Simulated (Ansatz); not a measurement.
Start from `C[Si]F` and change one atom or group to get `F[Si]Cl`.

Ansatz, PBE0-D4/def2-TZVP geometries, multiplicity 1. 

| property | `C[Si]F` |
| --- | --- |
| ideal-gas entropy at 298 K and 1 bar (rigid rotor, harmonic PBE0-D4/def2-TZVP) / J/(mol·K) | 287 |
| LUMO energy (PBE0/def2-TZVPP) / eV | -2.11 |
| LUMO energy (PBE/def2-TZVPP) / eV | -2.96 |
| zero-point energy (PBE0-D4/def2-TZVP) / kJ/mol | 98.4 |
| HOMO–LUMO gap (ωB97M-V/def2-TZVPP) / eV | 8.63 |
| HOMO energy (PBE0/def2-TZVPP) / eV | -6.61 |

Task: What does the change do to each property? (An estimate is asked.)

Result: The calculation gave: 
| property | `F[Si]Cl` | shift |
| --- | --- | --- |
| ideal-gas entropy at 298 K and 1 bar (rigid rotor, harmonic PBE0-D4/def2-TZVP) / J/(mol·K) | 275 | -12 |
| LUMO energy (PBE0/def2-TZVPP) / eV | -2.52 | -0.41 |
| LUMO energy (PBE/def2-TZVPP) / eV | -3.32 | -0.36 |
| zero-point energy (PBE0-D4/def2-TZVP) / kJ/mol | 9.8 | -88.6 |
| HOMO–LUMO gap (ωB97M-V/def2-TZVPP) / eV | 9.62 | 0.99 |
| HOMO energy (PBE0/def2-TZVPP) / eV | -7.98 | -1.37 |

With PBE0 the HOMO falls by 1.37 eV and the LUMO falls by 0.41 eV, so the gap widens by about 0.96 eV. PBE moves the HOMO by -1.34 eV and ωB97M-V by -1.37 eV. The zero-point energy changes by -88.6 kJ/mol with -9 modes.
